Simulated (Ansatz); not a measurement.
# BSiH₃ (triplet): from Hartree-Fock to the top rungs, cc-pVTZ

One table from this session's results is given with a row withheld; the runs are named, their logs left out.

Computed with Ansatz 0.2.0, Gaussian basis. Level: cc-pVTZ, core rule «outside noble gas», up to 6 orbitals frozen.

To be run: UHF; CCSD(T) on ROHF; CCSD(T) on UHF; BCCD(T) on ROHF; CCSDT(Q) on ROHF; CCSDT(Q) on UHF; CASSCF and NEVPT2, 10 electrons in 11 orbitals.

8 further runs of the same task are left out: 2 for a known fault of the program, 6 set aside as unsound or not needed.

## The geometry

The geometry is a PBE0/def2-TZVP stationary point (not a proven minimum).

5 atoms, charge 0, spin multiplicity 3.

Atoms are counted from 1 here; the program's logs count them from 0.

Bond lengths: Si1–B2 1.879 Å, Si1–H3 1.491 Å, Si1–H4 1.482 Å, B2–H5 1.185 Å. Angles: B2–Si1–H3 128.9°, B2–Si1–H4 121.6°, H3–Si1–H4 109.4°, Si1–B2–H5 143.8°.

The first run:

The input, in.yaml:

```yaml
crystal:
  periodic: [false, false, false]
  atoms:
    - {symbol: Si, position_ang: [0.000000, 0.028764, 0.511008]}
    - {symbol: B, position_ang: [0.000000, -0.129527, -1.361590]}
    - {symbol: H, position_ang: [0.000000, 1.263163, 1.346633]}
    - {symbol: H, position_ang: [0.000000, -1.163262, 1.392206]}
    - {symbol: H, position_ang: [0.000000, 0.487893, -2.373513]}
basis:
  gaussian: {orbitals: cc-pVTZ}
magnetization: {spin_polarized: true, initial_magnetization: 2}
hamiltonian: {xc: hf}
output: {orbitals: {seedname: orbitals}}
```

Started as:

```console
> ansatz run in.yaml --threads 1 --pin off --events-out ev --progress --plain --max-ram 2816MiB --backend cpu
```

Steps of the session up to this table: UHF; CCSD(T) on ROHF; CCSD(T) on UHF; BCCD(T) on ROHF; CCSDT(Q) on ROHF; CCSDT(Q) on UHF; CASSCF and NEVPT2, 10 electrons in 11 orbitals.

One table of the session follows, with a row left open; its other results are not shown here.

| method | from UCCSDT(Q) (kcal/mol) |
| --- | --- |
| ROHF | +147.44 |
| UHF | +144.74 |
| RMP2 | +28.05 |
| UMP2 | +28.55 |
| RCCSD | +6.08 |
| UCCSD | +6.00 |
| RCCSD(T) | +1.08 |
| UCCSD(T) | +1.08 |
| BCCD(T) | +1.06 |
| RCCSDT | +0.23 |
| UCCSDT | +0.21 |
| RCCSDT(Q) | ? |
| UCCSDT(Q) | 0 |
| CASSCF valence | +101.75 |
| NEVPT2 valence | +26.45 |

**Question.** Estimate the row for RCCSDT(Q).

As computed: from UCCSDT(Q) (kcal/mol): +0.02. In the column «from UCCSDT(Q) (kcal/mol)» it lies between UCCSDT(Q) (0) and UCCSDT (+0.21).

With the free atoms at the same levels and basis (separate runs), the atomisation energy is 12.622 eV at UCCSDT(Q), 12.610 eV at RCCSD(T), 12.608 eV at UCCSD(T), 10.368 eV at ROHF.

Caveats from the session: Restricted and unrestricted rows rest on different reference determinants; where their highest levels disagree by more than a few hundredths of an eV, they describe different states and don't form one ladder.
